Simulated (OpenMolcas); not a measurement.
Potential curves of N₂⁻: spin–orbit levels

Calculated with OpenMolcas 26.06: state-averaged CASSCF(11,8) over N 2s 2p, N 2s 2p, XMS-CASPT2 (IPEA 0.25, imaginary shift 0.2 hartree), scalar X2C, ANO-RCC-VTZP, then RASSI spin–orbit state interaction with atomic mean-field integrals. C2 symmetry about the axis (a holds Σ, Δ, Γ; b holds Π, Φ, H; Σ⁺ and Σ⁻ are not told apart); roots by multiplicity and irrep: 2b 8, 4b 2, 4a 1, 2a 4.

XMS-CASPT2 energies with spin–orbit state interaction in eV from the lowest point. Curves are followed by energy order within each symmetry, so they are adiabatic and may change character at avoided crossings and where g and u states cross.

| R (Å) | (1)Ω=1/2 | (1)Ω=3/2 | (1)Ω=5/2 | (2)Ω=3/2 | (2)Ω=1/2 | (3)Ω=1/2 | (3)Ω=3/2 |
| --- | --- | --- | --- | --- | --- | --- | --- |
| 1.024 | 2.054 | 2.065 | 11.464 | 10.669 | 10.669 | 11.469 | 11.467 |
| 1.084 | 0.780 | 0.791 | 8.903 | 8.567 | 8.567 | 8.907 | 8.905 |
| 1.137 | 0.204 | 0.214 | 7.301 | 7.304 | 7.306 | 7.309 | 7.315 |
| 1.191 | 0.000 | 0.010 | 6.182 | 6.184 | 6.187 | 6.189 | 6.505 |
| 1.251 | 0.093 | 0.083 | 5.384 | 5.382 | 5.377 | 5.379 | 5.975 |
| 1.310 | 0.388 | 0.378 | 4.896 | 4.893 | 4.889 | 4.891 | 5.724 |
| 1.393 | 1.001 | 1.011 | 4.599 | 4.601 | 4.603 | 4.606 | 5.445 |
| 1.501 | 1.969 | 1.978 | 4.611 | 4.613 | 4.615 | 4.617 | 5.451 |
| 1.667 | 3.474 | 3.465 | 5.052 | 5.049 | 5.045 | 5.047 | 5.845 |

The 7 lowest clean curves are shown; the next is (4)Ω=1/2, from 5.45 eV. g and u states are not told apart. Only roots inside an energy window near the equilibrium distance were included, so the list of states is not complete; labels number the states computed. Each spin and symmetry block has orbitals of its own, averaged over its own roots, so gaps between blocks are less sure than gaps within one and near the minimum can be off by tenths of an eV, in bad cases by more. No Rydberg orbitals are active, so Rydberg states, and σ→σ* states whose orbital the CASSCF left unused, can be missing between those listed. CASPT2 splits the two components of degenerate states numerically, here by up to 50 cm⁻¹. For an anion, states above the electron-detachment threshold (often below 1 to 3 eV) are held by the basis set and are not bound levels. Points that failed a check (symmetry, reference weights, a jump) are left out.
